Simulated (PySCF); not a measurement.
**C2ClFN+ (SMILES Fc1n[c+]1Cl): a chain of runs**

Wanted: a geometry optimisation (HF/6-31G), then vibrational wavenumbers, then the energy (BLYP-D4/6-311G**), then the vertical excitations (EOM-CCSD/STO-3G) of C2ClFN+. The job is set up through a Python script.

The calculation is run with PySCF 2.14.0.

## Step 1: The molecule

C2ClFN+ has 5 atoms, charge +1, and is taken as a singlet. SMILES: `Fc1n[c+]1Cl`. All atoms were displaced at random from a relaxed shape. The run starts from this shape.

Bond lengths: F1–C2 1.345 Å, C2–N3 1.165 Å, C2–C4 1.425 Å, N3–C4 1.364 Å, C4–Cl5 1.562 Å. Angles: F1–C2–N3 150.0°, F1–C2–C4 146.6°, N3–C2–C4 62.6°, C2–N3–C4 68.1°, C2–C4–N3 49.3°, C2–C4–Cl5 159.7°, N3–C4–Cl5 150.8°.

## Step 2: A structure relaxation at HF/6-31G (sfX2C, density fitting, C-PCM acetonitrile) (run 1)

input.py reads:

```python
from pyscf import gto, solvent
from pyscf.geomopt.geometric_solver import kernel as optimise

molecule = gto.Mole()
molecule.atom = '''
F     -0.024609    -1.641028     1.112371
C     -0.326982    -0.531778     0.414333
N     -1.071224     0.327028     0.156420
C      0.163148     0.544260    -0.381238
Cl     1.167951     1.444352    -1.167719
'''
molecule.verbose = 4
molecule.spin = 0
molecule.max_memory = 1860
molecule.cart = True
molecule.charge = 1
molecule.basis = '6-31g'
molecule.build()

calc0 = molecule.RHF()
calc0 = calc0.x2c()
calc0 = calc0.density_fit()
calc0 = calc0.PCM()
calc0.with_solvent.method = 'C-PCM'
calc0.with_solvent.eps = 35.688  # acetonitrile
converged, mol_eq = optimise(calc0, maxsteps=100)
print('converged:', converged)
print(mol_eq.tostring())

calc0.reset(mol_eq)
molecule = mol_eq
calc0.kernel()
energy = calc0.e_tot
print('E(%s) = %.9f' % ('HF', energy))
```

Command:

```
OMP_NUM_THREADS=1 python input.py
```

The program printed:

```text
PySCF version 2.14.0

[INPUT] num. atoms = 5
[INPUT] num. electrons = 44
[INPUT] charge = 1
[INPUT] spin (= nelec alpha-beta = 2S) = 0
[INPUT] symmetry False subgroup None
[INPUT] Mole.unit = angstrom
[INPUT] Cartesian GTO integrals (6d 10f)
[INPUT] Symbol           X                Y                Z      unit          X                Y                Z       unit  Magmom
[INPUT]  1 F     -0.024609000000  -1.641028000000   1.112371000000 AA   -0.046504270199  -3.101093482743   2.102076538909 Bohr   0.0
[INPUT]  2 C     -0.326982000000  -0.531778000000   0.414333000000 AA   -0.617906427663  -1.004914779069   0.782975894369 Bohr   0.0
[INPUT]  3 N     -1.071224000000   0.327028000000   0.156420000000 AA   -2.024319978061   0.617993355064   0.295590960404 Bohr   0.0
[INPUT]  4 C      0.163148000000   0.544260000000  -0.381238000000 AA    0.308305037771   1.028502340556  -0.720435408277 Bohr   0.0
[INPUT]  5 Cl     1.167951000000   1.444352000000  -1.167719000000 AA    2.207107516912   2.729429707468  -2.206669100451 Bohr   0.0

nuclear repulsion = 189.817239857518
number of shells = 27
number of NR pGTOs = 134
number of NR cGTOs = 49
basis = 6-31g
ecp = {}
Create scanner for <class 'pyscf.solvent.grad.pcm.PCMGradients'>
Create scanner for <class 'pyscf.solvent._attach_solvent.PCMDFsfX2C1eRHF'>

maxiter                   100
----------------------------------------------------------
Custom engine selected.
Bonds will be generated from interatomic distances less than 1.20 times sum of covalent radii
15 internal coordinates being used (instead of 15 Cartesians)
Internal coordinate system (atoms numbered from 1):
Distance 1-2
Distance 2-3
Distance 2-4
Distance 3-4
Distance 4-5
Angle 1-2-3
Angle 1-2-4
Angle 2-3-4
Angle 2-4-5
Angle 3-4-5
Out-of-Plane 2-3-4-1
Out-of-Plane 4-2-3-5
Dihedral 1-2-3-4
Dihedral 1-2-4-3
Dihedral 1-2-4-5
Dihedral 3-2-4-5
Dihedral 2-3-4-5
Translation-X 1-5
Translation-Y 1-5
Translation-Z 1-5
Rotation-A 1-5
Rotation-B 1-5
Rotation-C 1-5
> ===== Optimization Info: ====
> Job type: Energy minimization
> Maximum number of optimization cycles: 100
> Initial / maximum trust radius (Angstrom): 0.100 / 0.300
> Convergence Criteria:
> Will converge when all 5 criteria are reached:
>  |Delta-E| < 1.00e-06
>  RMS-Grad  < 3.00e-04
>  Max-Grad  < 4.50e-04
>  RMS-Disp  < 1.20e-03
>  Max-Disp  < 1.80e-03
> === End Optimization Info ===

Geometry optimization cycle 1
Cartesian coordinates (Angstrom)
 Atom        New coordinates             dX        dY        dZ
   F  -0.024609  -1.641028   1.112371    0.000000  0.000000  0.000000
   C  -0.326982  -0.531778   0.414333    0.000000  0.000000  0.000000
   N  -1.071224   0.327028   0.156420    0.000000  0.000000  0.000000
   C   0.163148   0.544260  -0.381238    0.000000  0.000000  0.000000
  Cl   1.167951   1.444352  -1.167719    0.000000  0.000000  0.000000

WARN: Mole.unit (angstrom) is changed to Bohr

New geometry
   1 F     -0.024609000000  -1.641028000000   1.112371000000 AA   -0.046504270199  -3.101093482743   2.102076538909 Bohr
   2 C     -0.326982000000  -0.531778000000   0.414333000000 AA   -0.617906427663  -1.004914779069   0.782975894369 Bohr
   3 N     -1.071224000000   0.327028000000   0.156420000000 AA   -2.024319978061   0.617993355064   0.295590960404 Bohr
   4 C      0.163148000000   0.544260000000  -0.381238000000 AA    0.308305037771   1.028502340556  -0.720435408277 Bohr
   5 Cl     1.167951000000   1.444352000000  -1.167719000000 AA    2.207107516912   2.729429707468  -2.206669100451 Bohr

******** <class 'pyscf.scf.hf.PCMDFsfX2C1eRHF_Scanner'> ********
method = PCMDFsfX2C1eRHF_Scanner
initial guess = minao
damping factor = 0
level_shift factor = 0
DIIS = <class 'pyscf.scf.diis.CDIIS'>
diis_start_cycle = 1
diis_space = 8
diis_damp = 0
SCF conv_tol = 1e-09
SCF conv_tol_grad = None
SCF max_cycles = 50
direct_scf = False

******** <class 'pyscf.x2c.sfx2c1e.SpinFreeX2CHelper'> ********
approx = 1e
xuncontract = 1
******** <class 'pyscf.solvent.pcm.PCM'> (In testing) ********

WARN: PCM is an experimental feature. It is still in testing.
Features and APIs may be changed in the future.

lebedev_order = 29 (302 grids per sphere)
eps = 35.688
frozen = False
Set gradient conv threshold to 3.16228e-05
Initial guess from minao.
******** <class 'pyscf.df.df.DF'> ********
auxbasis = cc-pvdz-jkfit
PCM E_diel = -0.000192947905734746
Solvent Energy = -0.000192947905734746
init E= -692.099294599675
  HOMO = -0.211001450720975  LUMO = 0.0343709528819476  gap/eV = 6.67692
PCM E_diel = -0.130142563850334
Solvent Energy = -0.130142563850334
[... 11 lines left out ...]
Solvent Energy = -0.10884338245042
[... 11 lines left out ...]
Solvent Energy = -0.108719534770543
[... 11 lines left out ...]
Solvent Energy = -0.108716097317169
[... 11 lines left out ...]
Solvent Energy = -0.108716162506791
[... 51 lines left out ...]
WARN: PCM is an experimental feature. It is still in testing.
[... 17 lines left out ...]
Solvent Energy = -0.10815831700631
[... 11 lines left out ...]
Solvent Energy = -0.108585699603277
[... 11 lines left out ...]
Solvent Energy = -0.108590969093558
[... 11 lines left out ...]
Solvent Energy = -0.108590257399484
[... 55 lines left out ...]
WARN: PCM is an experimental feature. It is still in testing.
[... 17 lines left out ...]
Solvent Energy = -0.108391663562106
[... 11 lines left out ...]
Solvent Energy = -0.108445738450185
[... 11 lines left out ...]
Solvent Energy = -0.108445179731177
[... 11 lines left out ...]
Solvent Energy = -0.108445574764207
[... 61 lines left out ...]
Solvent Energy = -0.108937074430675
[... 11 lines left out ...]
Solvent Energy = -0.108465483284704
[... 11 lines left out ...]
Solvent Energy = -0.108459841907144
[... 11 lines left out ...]
Solvent Energy = -0.108460017351626
[... 55 lines left out ...]
WARN: PCM is an experimental feature. It is still in testing.
[... 17 lines left out ...]
Solvent Energy = -0.108460279087217
[... 11 lines left out ...]
Solvent Energy = -0.108458490201376
[... 11 lines left out ...]
Solvent Energy = -0.10845856360968
[... 61 lines left out ...]
Solvent Energy = -0.108565863241308
[... 11 lines left out ...]
Solvent Energy = -0.108452481463207
[... 11 lines left out ...]
Solvent Energy = -0.108456287422694
[... 9 lines left out ...]
converged SCF energy = -689.998750689585
[... 63 lines left out ...]
Solvent Energy = -0.108457251699932
[... 11 lines left out ...]
Solvent Energy = -0.10845834938492
[... 11 lines left out ...]
Solvent Energy = -0.108457883271442
[... 61 lines left out ...]
Solvent Energy = -0.108628872601538
[... 11 lines left out ...]
Solvent Energy = -0.108461587192889
[... 11 lines left out ...]
Solvent Energy = -0.108464613397388
[... 11 lines left out ...]
Solvent Energy = -0.108464580204943
[... 61 lines left out ...]
Solvent Energy = -0.108787736440175
[... 11 lines left out ...]
Solvent Energy = -0.10847372909013
[... 11 lines left out ...]
Solvent Energy = -0.108477305532512
[... 11 lines left out ...]
Solvent Energy = -0.108477190054392
[... 61 lines left out ...]
Solvent Energy = -0.110031727481663
[... 11 lines left out ...]
Solvent Energy = -0.108506582261034
[... 11 lines left out ...]
Solvent Energy = -0.108519543829192
[... 11 lines left out ...]
Solvent Energy = -0.108519075738213
[... 55 lines left out ...]
WARN: PCM is an experimental feature. It is still in testing.
[... 17 lines left out ...]
Solvent Energy = -0.108519700804636
[... 11 lines left out ...]
Solvent Energy = -0.108520520425998
[... 11 lines left out ...]
Solvent Energy = -0.108520350919798
[... 61 lines left out ...]
Solvent Energy = -0.11034818007702
[... 11 lines left out ...]
Solvent Energy = -0.108518264363971
[... 11 lines left out ...]
Solvent Energy = -0.10852351895262
[... 11 lines left out ...]
Solvent Energy = -0.108523582031338
[... 55 lines left out ...]
WARN: PCM is an experimental feature. It is still in testing.
[... 17 lines left out ...]
Solvent Energy = -0.108508497322971
[... 11 lines left out ...]
Solvent Energy = -0.108516343401107
[... 11 lines left out ...]
Solvent Energy = -0.108515777394675
[... 9 lines left out ...]
converged SCF energy = -689.998803113549
[... 63 lines left out ...]
Solvent Energy = -0.108525128436704
[... 11 lines left out ...]
Solvent Energy = -0.108525258308809
[... 11 lines left out ...]
Solvent Energy = -0.108523551793844
[... 9 lines left out ...]
converged SCF energy = -689.998808512098
[... 43 lines left out ...]

******** <class 'pyscf.x2c.sfx2c1e.SpinFreeX2CHelper'> ********
approx = 1e
xuncontract = 1
******** <class 'pyscf.solvent.pcm.PCM'> (In testing) ********

WARN: PCM is an experimental feature. It is still in testing.
Features and APIs may be changed in the future.

lebedev_order = 29 (302 grids per sphere)
eps = 35.688
frozen = False
Set gradient conv threshold to 3.16228e-05
******** <class 'pyscf.df.df.DF'> ********
auxbasis = cc-pvdz-jkfit
PCM E_diel = -0.108617187334997
Solvent Energy = -0.108617187334997
init E= -689.998450641203
  HOMO = -0.540760640217328  LUMO = -0.00345423160030123  gap/eV = 14.62085
PCM E_diel = -0.108524224993209
Solvent Energy = -0.108524224993209
cycle= 1 E= -689.998805351342  delta_E= -0.000355  |g|= 0.00239  |ddm|= 0.0136
  HOMO = -0.540739926319189  LUMO = -0.00339296498534924  gap/eV = 14.62196
PCM E_diel = -0.108526153878263
Solvent Energy = -0.108526153878263
cycle= 2 E= -689.998808757892  delta_E= -3.41e-06  |g|= 0.000874  |ddm|= 0.00491
  HOMO = -0.540751790845148  LUMO = -0.00342382164976041  gap/eV = 14.62144
PCM E_diel = -0.108522514590996
Solvent Energy = -0.108522514590996
cycle= 3 E= -689.99880939672  delta_E= -6.39e-07  |g|= 0.000288  |ddm|= 0.0028
  HOMO = -0.540749902469568  LUMO = -0.00340992840269827  gap/eV = 14.62177
PCM E_diel = -0.108524671901345
Solvent Energy = -0.108524671901345
cycle= 4 E= -689.998809445092  delta_E= -4.84e-08  |g|= 0.00013  |ddm|= 0.000606
  HOMO = -0.540749226273875  LUMO = -0.00340624771671161  gap/eV = 14.62185
PCM E_diel = -0.10852403360602
Solvent Energy = -0.10852403360602
cycle= 5 E= -689.998809461333  delta_E= -1.62e-08  |g|= 3.93e-05  |ddm|= 0.000481
  HOMO = -0.540750496065596  LUMO = -0.00341192876862451  gap/eV = 14.62173
PCM E_diel = -0.108524154040336
Solvent Energy = -0.108524154040336
cycle= 6 E= -689.998809462665  delta_E= -1.33e-09  |g|= 2.14e-05  |ddm|= 9.06e-05
  HOMO = -0.540750647607427  LUMO = -0.0034102814991348  gap/eV = 14.62178
PCM E_diel = -0.108524107733942
Solvent Energy = -0.108524107733942
cycle= 7 E= -689.998809463278  delta_E= -6.13e-10  |g|= 6.94e-06  |ddm|= 7.75e-05
  HOMO = -0.540750405518435  LUMO = -0.00341030206909432  gap/eV = 14.62177
PCM E_diel = -0.108524125193743
Solvent Energy = -0.108524125193743
Extra cycle  E= -689.998809463328  delta_E= -5.05e-11  |g|= 4.39e-06  |ddm|= 1.41e-05
converged SCF energy = -689.998809463328

******** <class 'pyscf.grad.rhf.PCMGradients_Scanner'> for <class 'pyscf.scf.hf.PCMDFsfX2C1eRHF_Scanner'> ********
unit = Eh/Bohr
--------------- PCMDFsfX2C1eRHF_Scanner (+PCM) gradients ---------------
         x                y                z
0 F     0.0000055995     0.0000437420     0.0000791972
1 C    -0.0000996584    -0.0000354013    -0.0002230710
2 N     0.0000568403    -0.0000403626    -0.0000237100
3 C     0.0000194267    -0.0000413888     0.0003083061
4 Cl     0.0000177918     0.0000734107    -0.0001407222
----------------------------------------------
cycle 15: E = -689.998809463  dE = -9.5123e-07  norm(grad) = 0.000444113
Step   14 : Displace = 4.443e-04/5.705e-04 (rms/max) Trust = 3.000e-01 (=) Grad = 1.986e-04/3.117e-04 (rms/max) E (change) = -689.9988094633 (-9.512e-07) Quality = 1.490
Hessian Eigenvalues: 2.35591e-03 1.03332e-02 2.40677e-02 ... 5.23700e-01 5.75587e-01 7.95770e-01
Converged! =D

converged: True
F          -0.26438813       -1.65208363        1.04848727
C          -0.28889149       -0.54534257        0.41119098
N          -1.09850958        0.40897755        0.01574228
C           0.21104394        0.48887329       -0.28289845
Cl          1.34902927        1.44240936       -1.05835507

******** <class 'pyscf.solvent._attach_solvent.PCMDFsfX2C1eRHF'> ********
method = PCMDFsfX2C1eRHF
initial guess = minao
damping factor = 0
level_shift factor = 0
DIIS = <class 'pyscf.scf.diis.CDIIS'>
diis_start_cycle = 1
diis_space = 8
diis_damp = 0
SCF conv_tol = 1e-09
SCF conv_tol_grad = None
SCF max_cycles = 50
direct_scf = False

******** <class 'pyscf.x2c.sfx2c1e.SpinFreeX2CHelper'> ********
approx = 1e
xuncontract = 1
******** <class 'pyscf.solvent.pcm.PCM'> (In testing) ********

WARN: PCM is an experimental feature. It is still in testing.
Features and APIs may be changed in the future.

lebedev_order = 29 (302 grids per sphere)
eps = 35.688
frozen = False
Set gradient conv threshold to 3.16228e-05
Initial guess from minao.
******** <class 'pyscf.df.df.DF'> ********
auxbasis = cc-pvdz-jkfit
PCM E_diel = -0.000189153002381432
Solvent Energy = -0.000189153002381432
init E= -691.855234959791
  HOMO = -0.258937448880868  LUMO = 0.0178933404717023  gap/eV = 7.53295
PCM E_diel = -0.133576218201565
Solvent Energy = -0.133576218201565
cycle= 1 E= -689.783495624088  delta_E= 2.07  |g|= 0.811  |ddm|= 2.87
  HOMO = -0.555545988518937  LUMO = -0.126195308658086  gap/eV = 11.68323
PCM E_diel = -0.101316624396986
Solvent Energy = -0.101316624396986
cycle= 2 E= -689.952019332366  delta_E= -0.169  |g|= 0.44  |ddm|= 1.83
  HOMO = -0.55061860797955  LUMO = -0.025649847398745  gap/eV = 14.28513
PCM E_diel = -0.109461498554568
Solvent Energy = -0.109461498554568
cycle= 3 E= -689.995760634668  delta_E= -0.0437  |g|= 0.087  |ddm|= 0.497
  HOMO = -0.539380462687268  LUMO = -0.00454900769030298  gap/eV = 14.55351
PCM E_diel = -0.108641028912146
Solvent Energy = -0.108641028912146
cycle= 4 E= -689.998205878132  delta_E= -0.00245  |g|= 0.028  |ddm|= 0.173
  HOMO = -0.539203609092429  LUMO = -0.00482424239432788  gap/eV = 14.54120
PCM E_diel = -0.10855899928158
Solvent Energy = -0.10855899928158
cycle= 5 E= -689.998733276444  delta_E= -0.000527  |g|= 0.00834  |ddm|= 0.0958
  HOMO = -0.541172399202593  LUMO = -0.00368416703109009  gap/eV = 14.62580
PCM E_diel = -0.108542632189237
Solvent Energy = -0.108542632189237
cycle= 6 E= -689.998795813594  delta_E= -6.25e-05  |g|= 0.00408  |ddm|= 0.0308
  HOMO = -0.540948388948109  LUMO = -0.00370471727197375  gap/eV = 14.61914
PCM E_diel = -0.108533515882918
Solvent Energy = -0.108533515882918
cycle= 7 E= -689.998807698318  delta_E= -1.19e-05  |g|= 0.00133  |ddm|= 0.0145
  HOMO = -0.540722097450263  LUMO = -0.00341296701979354  gap/eV = 14.62093
PCM E_diel = -0.108524860707692
Solvent Energy = -0.108524860707692
cycle= 8 E= -689.998809127245  delta_E= -1.43e-06  |g|= 0.000646  |ddm|= 0.00324
  HOMO = -0.540742954372506  LUMO = -0.00339789395238466  gap/eV = 14.62190
PCM E_diel = -0.108525000994
Solvent Energy = -0.108525000994
cycle= 9 E= -689.998809430287  delta_E= -3.03e-07  |g|= 0.000177  |ddm|= 0.00189
  HOMO = -0.540752375927471  LUMO = -0.00341461038365409  gap/eV = 14.62171
PCM E_diel = -0.10852417171104
Solvent Energy = -0.10852417171104
cycle= 10 E= -689.998809458733  delta_E= -2.84e-08  |g|= 8.22e-05  |ddm|= 0.000574
  HOMO = -0.540746157456915  LUMO = -0.00340798469188242  gap/eV = 14.62172
PCM E_diel = -0.108524222621777
Solvent Energy = -0.108524222621777
cycle= 11 E= -689.998809462974  delta_E= -4.24e-09  |g|= 2.12e-05  |ddm|= 0.000205
  HOMO = -0.540750671071881  LUMO = -0.00341024771501308  gap/eV = 14.62178
PCM E_diel = -0.108524187874654
Solvent Energy = -0.108524187874654
cycle= 12 E= -689.998809463354  delta_E= -3.8e-10  |g|= 4.24e-06  |ddm|= 9.11e-05
  HOMO = -0.540750185309493  LUMO = -0.00341016035676667  gap/eV = 14.62177
PCM E_diel = -0.108524100533601
Solvent Energy = -0.108524100533601
Extra cycle  E= -689.998809463363  delta_E= -8.41e-12  |g|= 2.48e-06  |ddm|= 9.6e-06
converged SCF energy = -689.998809463363
E(HF) = -689.998809463
```

Wall time 1.8 min (1 thread of Arm Neoverse V1, shared host); peak memory 0.27 GiB.

The path in brief:

| step | energy from the first frame kept (eV) | largest force (eV/Å) |
| --- | --- | --- |
| 0 | 0.0000 | 14.2254 |
| 1 | -1.3029 | 3.6992 |
| 2 | -1.4155 | 0.9176 |
| 3 | -1.4278 | 0.1510 |
| 4 | -1.4282 | 0.0508 |
| 5 | -1.4283 | 0.0178 |
| 6 | -1.4283 | 0.0160 |
| 7 | -1.4284 | 0.0292 |
| 8 | -1.4285 | 0.0505 |
| 9 | -1.4288 | 0.1150 |
| 10 | -1.4291 | 0.0949 |
| 11 | -1.4296 | 0.0633 |
| 12 | -1.4297 | 0.0438 |
| 13 | -1.4299 | 0.0238 |
| 14 | -1.4299 | 0.0160 |

After the run. Bond lengths: F1–C2 1.277 Å, C2–N3 1.312 Å, C2–C4 1.342 Å, N3–C4 1.346 Å, C4–Cl5 1.675 Å. Angles: F1–C2–N3 142.4°, F1–C2–C4 156.7°, N3–C2–C4 60.9°, C2–N3–C4 60.6°, C2–C4–N3 58.5°, C2–C4–Cl5 158.6°, N3–C4–Cl5 142.9°.

(Part 1 of 3 ends here.)
